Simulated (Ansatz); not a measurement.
## Which isomer of C2HF2N gives these data?

These gas-phase data were calculated for one isomer of C2HF2N at PBE0-D4/def2-SVP (harmonic, unscaled wavenumbers; equilibrium rotational constants with average atomic masses):

```
rotational constants            : 10.05, 4.105, 3.094 GHz
all wavenumbers above 1500 cm⁻¹ : 3102, 2432
```

Candidates:

(1) `N#CC(F)F`, a singlet
(2) `FC1(F)C=N1`, a singlet
(3) `N=C=C(F)F`, a singlet

Task: Which structure fits? Where the bands don't settle it, estimate the moments of inertia from typical bond lengths.

Result: Candidate (1). No mode falls between 3250 and 3800 cm⁻¹, where the N–H stretch of (3) would stand. The rotational constants decide the rest: (2) would give 8.852, 6.233, 4.475 GHz.

The same quantities for all candidates:

```tsv
	rotational constants (GHz)	wavenumbers above 1500 cm⁻¹	E above the lowest, PBE0-D4/def2-SVP (kcal/mol)
(1)	10.05, 4.105, 3.094	3102, 2432	0.0
(2)	8.852, 6.233, 4.475	3242, 1744, 1507	22.2
(3)	10.91, 3.82, 2.855	3441, 2219	29.9
```

Harmonic stretches to hydrogen usually lie a few per cent above observed fundamentals. Each candidate is one conformer. Programs: Ansatz 0.2.0.
